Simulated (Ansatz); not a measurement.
Compare A (`COCCC#N`) with its isomer B (`C/C=N/C(C)=O`).

Computed with Ansatz on PBE0-D4/def2-TZVP structures; ΔE is electronic, products minus reactants. CCSD(T)/CBS is the MP2 limit (def2-TZVPP, def2-QZVPP) plus CCSD(T) − MP2 in def2-TZVPP, frozen cores. Functionals use def2-TZVPP. B3LYP here is the variant with VWN-RPA as its local correlation; programs differ in this. One conformer a species, not always the lowest.

Task: Which isomer does CCSD(T)/CBS put lower? Give the gap. (Best estimate.)

Result: Ansatz gave: B, by 12.5 kcal/mol.

Task: Give E(B) − E(A) in kcal/mol with PBE-D4, MP2/def2-TZVPP, B3LYP-D4, CCSD(T)/def2-SVP, CCSD(T)/def2-TZVPP, BLYP-D4, B2PLYP. (Best estimate.)

Result: Ansatz gave: PBE-D4 -19.3, MP2/def2-TZVPP -10.2, B3LYP-D4 -16.4, CCSD(T)/def2-SVP -13.6, CCSD(T)/def2-TZVPP -11.7, BLYP-D4 -17.5, B2PLYP -13.6. None reverses the order clearly.

Task: Does the order hold for the free energy at 298.15 K (harmonic terms from PBE0-D4)? (Estimate.)

Result: Ansatz gave: Yes: G(B) − G(A) = -14.0 kcal/mol, for one conformer each.

Largest T1 diagnostic: 0.015.

At CCSD(T), def2-SVP lies −1.1 kcal/mol from the extrapolated value and def2-TZVPP +0.9 kcal/mol. From r2SCAN to r2SCAN0 (25 % exact exchange), in def2-TZVPP and without D4, E(B) − E(A) moves by +1.4 kcal/mol.
